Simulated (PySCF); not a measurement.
Partial charges of thiazole

Compound: thiazole, C₃H₃NS.
Bonds: C1–C2 (aromatic), C2–S3 (aromatic), S3–C4 (aromatic), C4–N5 (aromatic), C1–N5 (aromatic). Hydrogens: H6 on C1; H7 on C2; H8 on C4.

Density: PBE0/pcSseg-1 (PySCF); schemes: Mulliken, IAO, Hirshfeld and ESP-fitted. Geometry: GFN2-xTB; no solvent, vibrations or thermal averaging.

**Question.** Tabulate the Mulliken, IAO, Hirshfeld and ESP-fitted charges.

**Answer.** In e:

```csv
atom,environment,Mulliken,IAO,Hirshfeld,ESP-fitted
C1,aromatic CH next to a ring nitrogen,+0.146,-0.068,-0.020,+0.188
C2,aromatic CH next to a ring sulfur,-0.343,-0.343,-0.088,-0.352
S3,thiophene-type sulfur,+0.205,+0.307,+0.106,+0.036
C4,aromatic CH next to a ring nitrogen,-0.026,-0.158,-0.006,+0.134
N5,pyridine-type nitrogen,-0.368,-0.270,-0.175,-0.468
H6,aromatic hydrogen,+0.109,+0.172,+0.061,+0.103
H7,aromatic hydrogen,+0.137,+0.182,+0.059,+0.225
H8,aromatic hydrogen,+0.140,+0.178,+0.063,+0.135
```

Mean size of the charges over all atoms: IAO 0.210 e, ESP-fitted 0.205 e, Mulliken 0.184 e, Hirshfeld 0.072 e. Each set sums to the total charge, 0, to within 0.001 e. The Hirshfeld scheme weights the molecular density at each point by an atom's share of the summed free-atom densities. The ESP scheme is a least-squares fit of atom-centred charges to the potential on four shells outside the van der Waals surface, with the total charge fixed.

Lowest charge. The schemes don't all agree: Mulliken N5 (-0.368); IAO C2 (-0.343); Hirshfeld N5 (-0.175); ESP-fitted N5 (-0.468).

Highest charge. The schemes don't all agree: Mulliken S3 (+0.205); IAO S3 (+0.307); Hirshfeld S3 (+0.106); ESP-fitted H7 (+0.225).

**Question.** How many electrons does the IAO scheme count on S3?

**Answer.** Z − q = 16 − (+0.307) ≈ 15.692.

**Question.** How closely do the schemes follow one another over all atoms?

**Answer.** Correlation coefficient and root-mean-square difference: Mulliken with ESP-fitted 0.92, 0.096 e; Mulliken with Hirshfeld 0.91, 0.139 e; IAO with Hirshfeld 0.91, 0.150 e; Mulliken with IAO 0.88, 0.106 e; Hirshfeld with ESP-fitted 0.82, 0.180 e; IAO with ESP-fitted 0.69, 0.185 e.

These values come from a run that also computed NMR shieldings. The run took 6.7 s wall on Arm Neoverse V1, one thread (shared host).
